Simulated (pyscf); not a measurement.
Thermochemistry of product channels of `[Cl][AlH][Cl]` + `[CH3]` [doublet] on the doublet surface, in kcal/mol, from CCSD(T)/def2-TZVPP + ΔMP2(QZVPP) energies (ideal gas, 1 atm, RRHO with modes under 100 cm⁻¹ raised to 100, one conformer, R ln 2 for chiral ones without a mode under 150 cm⁻¹). Optimised with ωB97X-D3(BJ)/def2-SVP in PySCF. Correlated levels are frozen-core, on RHF or UHF. ΔMP2 is the change of the MP2 total energy from the triple- to the quadruple-zeta basis.

| products | ΔE | ΔH(298 K) | ΔG(600 K) | ΔG(1200 K) |
|---|---|---|---|---|
| `[CH3][Al]([Cl])[Cl]` + `[H]` [doublet] | (withheld) | +1.1 | +5.1 | +7.6 |
| `[Cl][Al][Cl]` [doublet] + `[CH4]` | (withheld) | -19.7 | -18.3 | -15.3 |

### Question
What belongs in the gaps?

### Answer

- `[CH3][Al]([Cl])[Cl]` + `[H]` [doublet], ΔE: +1.3
- `[Cl][Al][Cl]` [doublet] + `[CH4]`, ΔE: -24.3

These are energies of the channels, which say nothing of barriers. The CCSD(T) − MP2 part came from Ansatz, without density fitting, on the same reference.
